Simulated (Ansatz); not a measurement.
**Silver, fcc: convergence with Methfessel-Paxton smearing**

Computed with Ansatz, PBE, scalar-relativistic PAW, on the relaxed cell (a = 4.147 Å; spin not included). Errors count from a run at 420 eV on a Γ-centred 21×21×21 mesh with Fermi-Dirac smearing of 0.1 eV, extrapolated to zero width. Fixed here: cutoff 420 eV, mesh 13×13×13. The SCF starts from atomic densities corrected by a trained network.

```csv
width (eV),E(σ→0) error (meV/atom),F error (meV/atom),P (GPa),SCF iterations
0.03,0.5,0.5,-0.17,4
0.1,0.5,0.4,-0.18,4
0.2,0.1,-0.1,-0.08,4
0.3,-0.2,-0.6,-0.03,4
0.6,-1.6,-2.2,0.01,4
1.0,-2.6,-3.2,0.06,5
```

What does the run at 0.01 give (width)?

E(σ→0) error (meV/atom): 0.5; F error (meV/atom): 0.5; P (GPa): -0.14; SCF iterations: 5.
